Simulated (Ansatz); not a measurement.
Ansatz (a program for electronic structure) input (HF/3-21G): The .json file is the Basis Set Exchange's 3-21G.

Ansatz 0.2 input:
```yaml
crystal:
  periodic: [false, false, false]
  atoms:
    - {symbol: C, position_ang: [1.57492436, 0.65062435, 0.29845022]}
    - {symbol: C, position_ang: [0.07214938, 1.05057085, 0.18650735]}
    - {symbol: S, position_ang: [-0.87475019, -0.78869095, -0.24774917]}
    - {symbol: H, position_ang: [-1.72343941, -0.81587663, 0.80967815]}
    - {symbol: H, position_ang: [-0.05950041, 1.48181114, -0.81687627]}
    - {symbol: H, position_ang: [2.14062123, 1.58126894, 0.41327639]}
    - {symbol: H, position_ang: [1.74216969, 0.05670533, 1.19193698]}
    - {symbol: H, position_ang: [2.01370953, 0.10797511, -0.54377396]}
basis:
  gaussian:
    orbitals: 3-21G.json
hamiltonian:
  xc: {name: HF}
total_charge: -1
phonons: {temperatures: {t_min: 298.15, t_max: 298.15, t_step: 100}}
```

### Question
Which harmonic wavenumbers does it give?

### Answer
174, 277, 289, 378, 738, 904, 970, 1116, 1192, 1395, 1526, 1653, 1684, 2590, 3020, 3086, 3105, 3203 cm⁻¹ (unscaled; negative means imaginary).
